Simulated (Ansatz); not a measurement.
`B[NH][AlH2]`. Total charge 0; spin multiplicity 1.

```json
{"atom": "B1", "x (Å)": "-0.6319", "y (Å)": "-0.3534", "z (Å)": "1.2040"}
{"atom": "N2", "x (Å)": "0.1533", "y (Å)": "-0.5881", "z (Å)": "0.0645"}
{"atom": "Al3", "x (Å)": "0.5257", "y (Å)": "0.6517", "z (Å)": "-1.1902"}
{"atom": "H4", "x (Å)": "-0.8397", "y (Å)": "-1.2280", "z (Å)": "1.9989"}
{"atom": "H5", "x (Å)": "-1.0934", "y (Å)": "0.7433", "z (Å)": "1.3681"}
{"atom": "H6", "x (Å)": "0.5204", "y (Å)": "-1.5255", "z (Å)": "-0.0325"}
{"atom": "H7", "x (Å)": "-0.0624", "y (Å)": "2.1028", "z (Å)": "-1.0037"}
{"atom": "H8", "x (Å)": "1.4279", "y (Å)": "0.1971", "z (Å)": "-2.4090"}
```

List the harmonic frequencies (cm⁻¹, unscaled) at PBE0-D4/def2-TZVP in Ansatz. (An estimate is asked.)

Ansatz gave: 159, 221, 318, 523, 614, 689, 781, 857, 940, 1023, 1167, 1250, 1377, 1939, 1966, 2550, 2627, 3585.

Is this a minimum?

Yes, all 18 modes are real.

Give the ideal-gas thermochemistry at 298.15 K and 1 bar (rigid rotor, harmonic oscillator; point group Cs, symmetry number 1).

Zero-point energy 135.1 kJ/mol; H(298) − E = 151.1 kJ/mol; entropy 289.3 J/(mol·K), of which translation 159.2, rotation 97.1, vibration 33.0; G(298) − E = 64.8 kJ/mol.

And at 400, 500, 600, 800 and 1000 K?


| T (K) | H − E (kJ/mol) | S (J/mol/K) | G − E (kJ/mol) |
| --- | --- | --- | --- |
| 400 | 160.0 | 314.9 | 34.0 |
| 500 | 170.1 | 337.5 | 1.4 |
| 600 | 181.5 | 358.2 | -33.4 |
| 800 | 206.8 | 394.5 | -108.8 |
| 1000 | 234.8 | 425.8 | -190.9 |

Rotational constants (cm⁻¹)?

1.269, 0.1908, 0.1659.
